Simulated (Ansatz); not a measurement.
A run of Ansatz (development build ahead of 0.2.0) on doublet H₂NO₂ at this shape:

```yaml
atoms:
  - { symbol: N, position_ang: [-0.0153, -0.0321, 0.1046] }
  - { symbol: O, position_ang: [-0.3548, 0.9900, 0.2059] }
  - { symbol: O, position_ang: [3.1024, -0.0135, 0.1404] }
  - { symbol: H, position_ang: [3.3250, 0.8959, 0.3901] }
  - { symbol: H, position_ang: [3.9117, -0.3943, -0.1902] }
```

Its results:

```yaml
Converged: yes
Total_energy: -205.10147 hartree
Spin_squared_of_the_determinant: 0.760
Stability_test: minimum
```

Forces (eV/Å):
```json
{"atom": "N1", "Fx": "1.826", "Fy": "-5.772", "Fz": "-0.575"}
{"atom": "O2", "Fx": "-1.826", "Fy": "5.733", "Fz": "0.567"}
{"atom": "O3", "Fx": "0.615", "Fy": "1.064", "Fz": "0.194"}
{"atom": "H4", "Fx": "-0.209", "Fy": "-1.286", "Fz": "-0.369"}
{"atom": "H5", "Fx": "-0.406", "Fy": "0.261", "Fz": "0.182"}
```

Problem. Which input gives this output? Name the method, the orbitals and the basis set, and write the input.

Solution. UHF in def2-SVP.

```yaml
crystal:
  periodic: [false, false, false]
  atoms:
    - { symbol: "N", position_ang: [-0.01528, -0.03207, 0.10455] }
    - { symbol: O, position_ang: [-0.35482, 0.98996, 0.2059] }
    - { symbol: O, position_ang: [3.10242, -0.01349, 0.14038] }
    - { symbol: H, position_ang: [3.32504, 0.89586, 0.39014] }
    - { symbol: H, position_ang: [3.91171, -0.39428, -0.19022] }
basis:
  gaussian: { orbitals: def2-SVP }
magnetization:
  spin_polarized: true
  initial_magnetization: 1
hamiltonian:
  xc: hf
output:
  forces: true
```
